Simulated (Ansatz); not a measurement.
# H2P: the cost of one run

Program: Ansatz 0.2.0. Level of theory: the levels named in each step. These are calculated values, not measurements.

### Step 1. Starting point

Bond lengths: P1–H2 1.392 Å, P1–H3 1.392 Å. Angles: H2–P1–H3 91.4°.

Structure file:

```xyz
3

P    -0.0009    0.0594   -0.0003
H    -0.9791   -0.9312   -0.0003
H     1.0130   -0.8941    0.0094
```

### Step 2. A rough first relaxation, PBE-D4/def2-SVP

This run stands in another session on the same molecule. It ended at:

```xyz
3

P    -0.0016    0.0893   -0.0004
H    -1.0089   -0.9467   -0.0004
H     1.0435   -0.9085    0.0096
```

### Step 3. Relaxation, PBE0-D4/def2-TZVPP

This run stands in another session on the same molecule. It ended at:

```xyz
3

P    -0.0013    0.0736   -0.0004
H    -1.0024   -0.9387   -0.0004
H     1.0367   -0.9008    0.0095
```

### Step 4. Relaxation, CCSD(T)/cc-pV(T+d)Z

File input.yaml:

```yaml
crystal:
  periodic: [false, false, false]
  atoms:
    - { symbol: P, position_ang: [-0.00127567, 0.07358904, -0.00036097] }
    - { symbol: H, position_ang: [-1.00241416, -0.93866463, -0.00036871] }
    - { symbol: H, position_ang: [1.03671982, -0.90078441, 0.00951968] }
magnetization:
  spin_polarized: true
  initial_magnetization: 1
basis:
  gaussian: { orbitals: "cc-pV(T+d)Z.json" }
correlation:
  method: ccsd_t
scf:
  omitted_lower_state_checks: [cluster_reference]
relax:
  f_tol: 0.002
  max_steps: 40
```

On the command line:

```sh
ansatz run input.yaml --threads 2 --pin off --max-ram 5120MiB --backend cpu --events-out ev --progress --plain --runs-dir out
```

What time and memory should one allow on 2 threads of Arm Neoverse V2, shared host?

About 16 s, with a peak of 0.31 GiB.
